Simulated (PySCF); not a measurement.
# The bond of MgSi, level by level

An exercise on one series of results from a longer session: the logs are not shown, and one member is left open.

Method: Mg jorge-DZP-DKH, Si jorge-DZP-DKH, spin-free X2C with a Gaussian nucleus; program: PySCF 2.14.0.

The first run:

A driver script around PySCF takes these settings:

| Quantity | Value |
| --- | --- |
| atoms | Mg, Si |
| charge | 0 |
| basis | Mg jorge-DZP-DKH, Si jorge-DZP-DKH |
| Hamiltonian | spin-free X2C with a Gaussian nucleus |
| basis functions | 48 |
| electrons treated | 26 |
| masses in u | 23.9850, 27.9769 |
| levels | PBE0, PBE, r²SCAN, r²SCANh, M06, B97-3, HSE06, HF, MP2, SCS-MP2, CCSD, CCSD(T) |
| grid | 80 radial by 434 angular points |
| occupations | held fixed by the projection of orbital angular momentum |
| dissociation limit | Mg + Si, each in its ground configuration |
| starting distance in angstrom | 2.470 |
| values of 2S to try | 0, 2 |

Run with:

```
> OMP_NUM_THREADS=1 python dia.py task.json out
```

Steps of the session up to this table: Set-up; First curve: PBE0; Other states along the same grid; PBE (GGA); r²SCAN (meta-GGA); r²SCANh (hybrid meta-GGA); M06 (hybrid meta-GGA); B97-3 (global hybrid GGA); HSE06; ROHF; MP2 and coupled cluster.

One of the session's tables, all rows but one given; the rest of the session is left out.

Energy (eV) from each level's lowest point:

```
R (Å)   ROHF  ROHF-MP2  ROHF-SCS-MP2  ROHF-CCSD  ROHF-CCSD(T)
2.207  0.674     0.479         0.511        n/a           n/a
2.309  0.378     0.213         0.238      0.275         0.252
2.412  0.194     0.068         0.084      0.108         0.091
2.489      ?         ?             ?          ?             ?
2.566  0.052     0.000         0.000      0.006         0.000
2.643  0.019     0.009         0.000      0.000         0.001
2.746  0.000     0.048         0.027      0.021         0.032
2.874  0.000     0.118         0.083      0.077         0.101
3.028  0.018     0.215         0.162      0.164         0.204
3.233  0.052     0.338         0.266        n/a           n/a
```

Estimate the missing values for R (Å) = 2.489.

Worked estimate for «ROHF». A straight line through the neighbours (2.412, 0.194) and (2.566, 0.052) gives 0.194 + (0.052 − 0.194) × (2.489 − 2.412) / (2.566 − 2.412) = 0.123; a parabola fitted to 4 rows on both sides gives 0.106.

The run gave: ROHF: 0.107; ROHF-MP2: 0.016; ROHF-SCS-MP2: 0.025; ROHF-CCSD: 0.039; ROHF-CCSD(T): 0.027. In «ROHF» the line misses by +0.016 and the parabola by -0.001.
